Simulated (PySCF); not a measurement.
# C4H8: the cost of one run

Program: PySCF 2.14.0. Level of theory: levels as typed in each script, gas phase, geometry from GFN2-xTB. These are calculated values, not measurements.

### Step 1. Where the work starts

SMILES `[CH2]CC[CH2]`, 12 atoms, charge 0, spin multiplicity 3.

Bond lengths: C1–C2 1.473 Å, C1–H5 1.073 Å, C1–H6 1.071 Å, C2–C3 1.529 Å, C2–H7 1.100 Å, C2–H8 1.101 Å, C3–C4 1.473 Å, C3–H9 1.103 Å, C3–H10 1.098 Å, C4–H11 1.072 Å, C4–H12 1.071 Å. Angles: C2–C1–H5 120.1°, C2–C1–H6 120.9°, H5–C1–H6 119.0°, C1–C2–C3 113.0°, C1–C2–H7 109.9°, C1–C2–H8 109.9°, C3–C2–H7 109.3°, C3–C2–H8 109.3°, H7–C2–H8 105.1°, C2–C3–C4 113.1°, C2–C3–H9 108.7°, C2–C3–H10 109.6°, C4–C3–H9 110.0°, C4–C3–H10 109.8°, H9–C3–H10 105.4°, C3–C4–H11 120.2°, C3–C4–H12 120.8°, H11–C4–H12 118.9°.

Geometry (Å):

```xyz
12
charge 0, multiplicity 3
C    -1.50569   -0.59164    0.17734
C    -0.71627    0.56777   -0.27223
C     0.70937    0.57153    0.27984
C     1.50956   -0.57686   -0.17840
H    -2.51017   -0.72717   -0.17336
H    -1.08492   -1.31859    0.84205
H    -0.67992    0.59214   -1.37178
H    -1.22189    1.50161    0.01950
H     1.20068    1.51423   -0.01456
H     0.67881    0.58991    1.37718
H     2.45265   -0.79627    0.28257
H     1.18292   -1.18071   -1.00088
```

### Step 2. Density, bond paths and surface potential (LDA (SVWN)/6-311+g**)

input.py reads:

```python
import numpy as np
from pyscf import gto, scf, dft
from pyscf.scf import atom_ks, atom_hf
from scipy.linalg import block_diag

def solve(mol, dm0=None, hcore=None):
    mf = (dft.UKS if mol.spin else dft.RKS)(mol, xc='svwn')
    mf.grids.level = 3
    mf = mf.density_fit(auxbasis='def2-universal-jkfit')
    mf.conv_tol, mf.max_cycle = 1e-8, 80
    if hcore is not None:
        mf.get_hcore = lambda *args: hcore
    mf.kernel(dm0)
    if not mf.converged:
        mf = mf.newton().run(mf.mo_coeff, mf.mo_occ, max_cycle=30)
    assert mf.converged, 'SCF not converged'
    return mf

mol = gto.M(atom='''
C     -1.50569    -0.59164     0.17734
C     -0.71627     0.56777    -0.27223
C      0.70937     0.57153     0.27984
C      1.50956    -0.57686    -0.17840
H     -2.51017    -0.72717    -0.17336
H     -1.08492    -1.31859     0.84205
H     -0.67992     0.59214    -1.37178
H     -1.22189     1.50161     0.01950
H      1.20068     1.51423    -0.01456
H      0.67881     0.58991     1.37718
H      2.45265    -0.79627     0.28257
H      1.18292    -1.18071    -1.00088
''', basis='6-311+g**', charge=0, spin=2, verbose=4)
mf = solve(mol)
mf.analyze()
# spherically averaged free atoms, for the promolecule
atm = atom_ks.get_atm_nrks(mol, xc='svwn')
pro = block_diag(*[(atm[a[0]][2] * atm[a[0]][3]) @ atm[a[0]][2].T for a in mol._atom])
np.savez('result.npz', e=mf.e_tot, c=mf.mo_coeff, occ=mf.mo_occ, eps=mf.mo_energy, pro=pro, dip=mf.dip_moment(verbose=0), s2=mf.spin_square()[0])
```

Started as:

```
$ OMP_NUM_THREADS=1 python input.py
```

**Question.** How long does this run take on 1 thread of Intel Xeon 6975P-C (Granite Rapids), shared host, and how much memory does it need?

About 11 s, with a peak of 0.27 GiB.
